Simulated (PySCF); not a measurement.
## Basis-set dependence of excited states

HCl.
Atom-mapped SMILES: `[ClH:1]` (hydrogens: H2 on Cl1)

Cartesian coordinates in Å at the PBE0-D3(BJ)/def2-SVP level; atoms count from 1:
```xyz
2
HCl angstrom
Cl     0.6662   -0.0804    0.0057
H     -0.6165   -0.0073   -0.0280
```

TDDFT with PBE0 (PySCF), vertical singlets, core orbitals frozen in the response, spherical d and f functions. Isolated species at its PBE0-D3(BJ)/def2-SVP geometry, gas phase.

| basis | functions | diffuse | S1 (eV) | S2 (eV) | S3 (eV) | S4 (eV) | S5 (eV) | LUMO (eV) | α (au) |
| --- | --- | --- | --- | --- | --- | --- | --- | --- | --- |
| 6-31G* | 20 | no | 8.10 | 8.10 | 13.78 | 18.03 | 18.03 | 0.65 | 8.4 |
| def2-SVP | 23 | no | 8.03 | 8.03 | 13.22 | 16.41 | 16.41 | 0.90 | 8.4 |
| 6-31+G* | 24 | yes | 7.67 | 7.67 | 9.90 | 9.90 | 10.27 | -0.07 | 10.3 |
| def2-SVPD | 35 | yes | 7.76 | 7.76 | 10.06 | 10.06 | 10.36 | -0.07 | 17.2 |
| aug-cc-pVDZ | 36 | yes | 7.53 | 7.53 | 9.70 | 9.70 | 10.20 | -0.44 | 16.2 |
| def2-TZVP | 43 | no | 7.84 | 7.84 | 12.55 | 12.70 | 12.70 | 0.29 | 11.6 |
| def2-TZVPD | 55 | yes | 7.64 | 7.64 | 9.70 | 9.70 | 9.88 | -0.15 | 17.6 |
| aug-cc-pVTZ | 73 | yes | 7.53 | 7.53 | 9.38 | 9.38 | 9.96 | -0.45 | 17.3 |

Q: Compare the sets with the largest diffuse one.

A: States are compared by their number. Against the largest diffuse basis here (aug-cc-pVTZ, itself not a converged limit), sets without diffuse functions differ by up to 0.57 eV in S1 and 8.07 eV in S5; the smaller diffuse sets differ by up to 0.24 and 0.39 eV. State by state, the largest deviation of a set without diffuse functions is S1 0.57, S2 0.57, S3 4.41, S4 8.65, S5 8.07 eV. The same number needn't mean the same state in each row. Against aug-cc-pVTZ the polarisability deviates by -51% in 6-31G*, -52% in def2-SVP, -40% in 6-31+G*, 0% in def2-SVPD, -6% in aug-cc-pVDZ, -33% in def2-TZVP, +2% in def2-TZVPD. A single + in a Pople set puts diffuse functions on heavy atoms only.
